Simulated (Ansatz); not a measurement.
A nudged elastic band was laid between two geometries of CH4BCl + H2 (9 atoms, charge 0, multiplicity 1).

Theory: RKS B3LYP/def2-SVP (Ansatz 0.2.0).

```json
{"movable images": "5", "climbing image": "yes", "spring": "2.0 to 10.0 eV/Å², energy-weighted", "optimiser": "quadratic models (default)", "start path": "through a guess of the saddle point", "force threshold": "0.03 eV/Å", "iteration limit": "60", "end points": "relaxed"}
```

First end point:

```xyz
9
Properties=species:S:1:pos:R:3
B -0.012 0.779 0.420
C 0.120 0.757 1.970
H -0.897 0.723 2.408
H 0.709 -0.076 2.378
H 0.547 1.715 2.320
Cl 0.660 -0.497 -0.599
H -0.583 1.663 -0.168
H -0.042 -3.461 0.183
H -0.272 -4.176 0.306
```

Last end point:

```xyz
9
Properties=species:S:1:pos:R:3
B -0.090 -0.530 -1.082
C 0.015 -0.155 2.724
H -0.753 0.537 3.101
H 0.618 -0.529 3.563
H 0.668 0.374 2.014
Cl 1.382 0.391 -1.280
H -1.134 0.063 -1.087
H -0.003 -1.720 -0.955
H -0.472 -1.003 2.220
```

Problem. What changes between the two ends?

Solution. Bonds broken: B1–C2, H8–H9. Bonds formed: B1–H8, C2–H9. CH4BCl + H2 becomes BClH2 + CH4.

Problem. Give the energies along the band, and the barrier.

Solution. It converged. The highest image is number 3 of 0 to 6, 1.20 eV above the first end and 1.37 eV above the last; the last end lies 0.16 eV below the first. Another band between the same ends (5 images) ends at a top of the same energy, where a vibrational analysis finds 1 clearly imaginary mode. The orbitals stay closed-shell, which can raise the energy where a bond breaks towards radicals; this wasn't checked here.

```json
{"image": "0", "path coordinate (Å)": "0.00", "energy (eV)": "0.00", "B1–C2 (Å)": "1.56", "H8–H9 (Å)": "0.76", "B1–H8 (Å)": "4.25"}
{"image": "1", "path coordinate (Å)": "2.96", "energy (eV)": "0.05", "B1–C2 (Å)": "1.56", "H8–H9 (Å)": "0.76", "B1–H8 (Å)": "2.79"}
{"image": "2", "path coordinate (Å)": "4.27", "energy (eV)": "0.49", "B1–C2 (Å)": "1.59", "H8–H9 (Å)": "0.78", "B1–H8 (Å)": "1.75"}
{"image": "3", "path coordinate (Å)": "4.96", "energy (eV)": "1.20", "B1–C2 (Å)": "1.77", "H8–H9 (Å)": "1.10", "B1–H8 (Å)": "1.30"}
{"image": "4", "path coordinate (Å)": "5.42", "energy (eV)": "0.63", "B1–C2 (Å)": "2.07", "H8–H9 (Å)": "1.49", "B1–H8 (Å)": "1.22"}
{"image": "5", "path coordinate (Å)": "6.15", "energy (eV)": "0.03", "B1–C2 (Å)": "2.67", "H8–H9 (Å)": "1.95", "B1–H8 (Å)": "1.20"}
{"image": "6", "path coordinate (Å)": "8.23", "energy (eV)": "-0.16", "B1–C2 (Å)": "3.83", "H8–H9 (Å)": "3.29", "B1–H8 (Å)": "1.20"}
```

Problem. What is the geometry of the highest image?

Solution. 
```xyz
9
Properties=species:S:1:pos:R:3
B -0.099 -0.297 0.184
C 0.097 -0.056 1.924
H -0.843 -0.027 2.494
H 0.848 -0.665 2.451
H 0.501 0.963 1.848
Cl 1.501 -0.137 -0.665
H -1.043 0.363 -0.152
H -0.508 -1.522 0.060
H -0.224 -1.193 1.073
```

The band took 15 iterations and about 100 core-seconds.

Run time: 100 s on 1 thread of Intel(R) Xeon(R) 6975P-C (Granite Rapids), with other jobs on the host, peak memory 0.18 GiB.
